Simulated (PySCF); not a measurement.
# C3H6F2O: the cost of one run

The runs use PySCF 2.14.0, with density-fitted response routines of our own; the level of theory stands in each step. All values are computed, except where a source is named. Atoms are numbered from 0 throughout.

## 1. Starting geometry

12 atoms, charge 0, multiplicity 1; geometry from: GFN2-xTB. The atoms were then displaced at random by about 0.01 Å, so the start is not that level's minimum.

Bonds of the start (Å): C0–O1 1.45, O1–C2 1.37, C2–F3 1.40, C2–C4 1.51, C4–F5 1.37, C0–H6 1.08, C0–H7 1.08, C0–H8 1.11, C2–H9 1.12, C4–H10 1.08, C4–H11 1.09.

## 2. Geometry optimisation at PBE0-D3(BJ)/def2-SVP

Job settings and geometry (Å):

```
{"job": {"xc": "PBE0", "basis": "def2-SVP", "d3": "d3bj", "grid": 1, "shake": 0.01, "kind": "geom"}, "charge": 0, "multiplicity": 1}
C      1.809650     0.410850     0.482500
O      0.448300     0.702530     0.079940
C     -0.322030    -0.401140    -0.181100
F      0.181230    -1.023050    -1.334790
C     -1.762830    -0.002500    -0.402220
F     -2.433950    -0.017380     0.795970
H      1.815660    -0.172130     1.390070
H      2.349280    -0.076850    -0.320120
H      2.244090     1.409760     0.687350
H     -0.226110    -1.171350     0.626810
H     -2.256680    -0.710590    -1.055230
H     -1.806920     1.023580    -0.778210
```

Command:

```bash
$ OMP_NUM_THREADS=1 python probes_run.py task.json out
```

The driver reads the jobs from task.json and runs them one after another.

Q: Estimate the wall time and peak memory of this first job on 1 thread of Arm Neoverse V2, shared host.

About 41 s, with a peak of 0.47 GiB.
